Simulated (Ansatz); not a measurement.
# NaH₂− (singlet): the correlation ladder at distance Na1–H2 = 2.894 Å, aug-cc-pVTZ

How much of the correlation energy of NaH₂− (singlet) does each wave-function method recover here?

Method: aug-cc-pVTZ, core rule «outside noble gas», up to 5 orbitals frozen; program: Ansatz 0.2.0, Gaussian basis.

To be run: UHF; CCSD(T) on RHF; BCCD(T) on RHF; CCSDT(Q) on RHF; Full CI.

27 further runs of the same task are left out: 11 for a known fault of the program, 1 for a mislabelled method, 7 that didn't finish, 8 set aside as unsound or not needed.

### 1 The geometry

The geometry derives from a PBE0/def2-TZVPD stationary point (not a proven minimum). One bond is set to the value named and the two fragments are kept rigid.

3 atoms, charge -1, spin multiplicity 1.

Atoms are counted from 1 here; the program's logs count them from 0.

Bond lengths: Na1–H3 2.066 Å.

Coordinates:

```xyz
3

Na    0.00000    0.00000    0.27608
H     0.00000    0.00000   -2.61792
H     0.00000    0.00000    2.34184
```

### 2 UHF

in.yaml reads:

```yaml
crystal:
  periodic: [false, false, false]
  atoms:
    - {symbol: Na, position_ang: [0.000000, 0.000000, 0.276080]}
    - {symbol: H, position_ang: [0.000000, 0.000000, -2.617920]}
    - {symbol: H, position_ang: [0.000000, 0.000000, 2.341840]}
basis:
  gaussian: {orbitals: aug-cc-pVTZ}
total_charge: -1
magnetization: {spin_polarized: true, initial_magnetization: 0}
hamiltonian: {xc: hf}
output: {orbitals: {seedname: orbitals}}
```

The run is started by

```bash
$ ansatz run in.yaml --threads 1 --pin off --events-out ev --progress --plain --max-ram 2393MiB
```

Further steps of the session: CCSD(T) on RHF; BCCD(T) on RHF; CCSDT(Q) on RHF; Full CI.

Q: Predict the results of all the runs planned. Wanted: FCI below the RHF energy; RMP2 from FCI; RCCSD from FCI; RCCSD(T) from FCI; RCCSDT(Q) from FCI; T1 diagnostic; effectively unpaired electrons.

The runs gave:

```
                         quantity                                        value
         FCI below the RHF energy                                   -2.0378 eV
                    RMP2 from FCI                                   +500.3 meV
                   RCCSD from FCI                                     +8.4 meV
                RCCSD(T) from FCI                                     +3.1 meV
               RCCSDT(Q) from FCI                                     +0.2 meV
levels within 1 kcal/mol (43 meV)  RCCSD, RCCSD(T), BCCD(T), RCCSDT, RCCSDT(Q)
                    T1 diagnostic                                        0.014
   effectively unpaired electrons                                         0.07
```

RCCSD(T) misses by +3.1 meV, 0.1 % of the correlation energy. One determinant dominates. These misses are within one basis, not against nature.
